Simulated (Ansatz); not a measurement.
Computed with Ansatz on PBE0-D4/def2-TZVP structures; ΔE is electronic, products minus reactants. CCSD(T)/CBS is the MP2 limit (def2-TZVPP, def2-QZVPP) plus CCSD(T) − MP2 in def2-TZVPP, frozen cores. This one scheme is used for every species. Double bonds are as drawn, so ΔE can hold a change between cis and trans. Functionals use def2-TZVPP. Triplets are unrestricted, without spin–orbit coupling. Each species was taken in one conformer, which may not be the lowest.

`CO/C=C/F` → `[CH2]` (triplet) + `O/C=C\F`  (formal loss of a carbene)

| level | ΔE (kJ/mol) |
| --- | --- |
| B2PLYP | 375.1 |
| HF/def2-TZVPP | 241.1 |
| SCS-MP2/def2-TZVPP | 385.5 |
| CCSD/CBS(def2) | 368.5 |

What does CCSD(T)/CBS give? (Estimate.)

The calculation gave: +379.9 kJ/mol. The listed levels differ from it by -4.8, -138.8, 5.6, -11.4 kJ/mol.

Largest T1 diagnostic among the species: 0.013.

The D4 term adds +8.9 kJ/mol with B3LYP and +4.8 kJ/mol with PBE0; it sums over pairs of atoms, weighted by their polarisabilities, and B3LYP, whose exchange is more repulsive, gets the larger term. From PBE to PBE0 (25 % exact exchange), in def2-TZVPP and without D4, ΔE moves by −9.4 kJ/mol. In def2-TZVPP, CCSD(T) changes the Hartree–Fock value by +131.0 kJ/mol (the triples alone add +11.4 kJ/mol) and MP2 by +140.3 kJ/mol.

B3LYP here is the variant with VWN-RPA as its local correlation; programs differ in this.
